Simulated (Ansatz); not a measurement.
Compare A (`C=CNCC`) with its isomer B (`C=CN(C)C`).

Isolated molecules relaxed with PBE0-D4/def2-TZVP in Ansatz; ΔE leaves out vibrations. CCSD(T)/CBS adds triple-zeta CCSD(T) − MP2 to the extrapolated MP2 energy (def2 sets, frozen cores). Functionals use def2-TZVPP. B3LYP here is the variant with VWN-RPA as its local correlation; programs differ in this. Each species was taken in one conformer, which may not be the lowest.

Q: Which isomer does CCSD(T)/CBS put lower? Give the gap. (Best estimate.)

A: The calculation gave: A, by 22.5 kJ/mol.

Q: Give E(B) − E(A) in kJ/mol with B3LYP-D4, B2PLYP, B3LYP, MP2/def2-TZVPP, r2SCAN-D4, CCSD(T)/def2-TZVPP, PBE0-D4. (Best estimate.)

A: Computed: B3LYP-D4 20.5, B2PLYP 22.0, B3LYP 23.5, MP2/def2-TZVPP 19.7, r2SCAN-D4 22.2, CCSD(T)/def2-TZVPP 21.2, PBE0-D4 22.2. None reverses the order clearly.

Largest T1 diagnostic: 0.011.

In def2-TZVPP, CCSD(T) changes the Hartree–Fock value by −5.9 kJ/mol (the triples alone add −1.4 kJ/mol) and MP2 by −7.5 kJ/mol.
